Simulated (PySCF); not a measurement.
Argon: highly charged ions in a basis for the neutral atom

Ar⁵⁺ [Ne] 3s2 3p1, Ar⁶⁺ [Ne] 3s2. Computed with PySCF 2.14 in cc-pV(D+d)Z (4s3p2d, 23 functions), with the non-relativistic Hamiltonian (point nucleus). No spin-orbit coupling, so a gap to NIST mixes the basis error with missing relativistic terms.

Changed run: basis of the neutral atom used for a highly charged ion. This setting is unsound on purpose.

```json
{"species": "Ar⁵⁺", "method": "UHF", "sound run (hartree)": "not run", "changed run (hartree)": "-518.97098", "converged": "yes"}
{"species": "Ar⁵⁺", "method": "r2SCAN", "sound run (hartree)": "not run", "changed run (hartree)": "-519.45527", "converged": "yes"}
{"species": "Ar⁵⁺", "method": "MN15", "sound run (hartree)": "not run", "changed run (hartree)": "-519.36887", "converged": "yes"}
{"species": "Ar⁶⁺", "method": "UHF", "sound run (hartree)": "not run", "changed run (hartree)": "-515.65256", "converged": "yes"}
{"species": "Ar⁶⁺", "method": "r2SCAN", "sound run (hartree)": "not run", "changed run (hartree)": "-516.10098", "converged": "yes"}
{"species": "Ar⁶⁺", "method": "MN15", "sound run (hartree)": "not run", "changed run (hartree)": "-516.00342", "converged": "yes"}
```

Ionisation energy of Ar⁵⁺:

```
method  changed run (eV)     NIST (eV)
   UHF            90.299  91.29 ± 0.01
r2SCAN            91.275  91.29 ± 0.01
  MN15            91.579  91.29 ± 0.01
```

The contracted functions were made for the neutral atom and can be too rigid for a highly charged ion.
